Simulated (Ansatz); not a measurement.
# AlNSi: the cost of one run

Program: Ansatz 0.2.0, Gaussian basis. Level of theory: cc-pVTZ, core rule «outside noble gas», up to 11 orbitals frozen. These are calculated values, not measurements.

The runs, in order: UHF; CCSD(T) on ROHF; CCSD(T) on UHF; BCCD(T) on ROHF; CCSDT(Q) on ROHF; CCSDT(Q) on UHF.

10 further runs of the same task are left out: 4 for a known fault of the program, 6 set aside as unsound or not needed.

### 1 What is computed

The geometry is a PBE0/def2-TZVP stationary point (not a proven minimum) of the parent state, kept for this charge and spin.

3 atoms, charge 0, spin multiplicity 5.

Atoms are counted from 1 here; the program's logs count them from 0.

Bond lengths: Al1–Si2 2.464 Å, Si2–N3 1.576 Å. Angles: Al1–Si2–N3 180.0°.

Geometry (Å):

```
Al    0.0000    0.0000    2.1682
Si    0.0000    0.0000   -0.2960
N     0.0000    0.0000   -1.8722
```

### 2 UHF

in.yaml reads:

```yaml
crystal:
  periodic: [false, false, false]
  atoms:
    - {symbol: Al, position_ang: [0.000000, 0.000000, 2.168200]}
    - {symbol: Si, position_ang: [0.000000, 0.000000, -0.296000]}
    - {symbol: N, position_ang: [0.000000, 0.000000, -1.872200]}
basis:
  gaussian: {orbitals: cc-pVTZ}
magnetization: {spin_polarized: true, initial_magnetization: 4}
hamiltonian: {xc: hf}
output: {orbitals: {seedname: orbitals}}
```

Command:

```console
$ ansatz run in.yaml --threads 1 --pin off --events-out ev --progress --plain --max-ram 2816MiB --backend cpu
```

**Question.** How long does this run take on 1 thread of AMD EPYC 7R13, shared host, and how much memory does it need?

About 9 s, with a peak of 0.29 GiB.
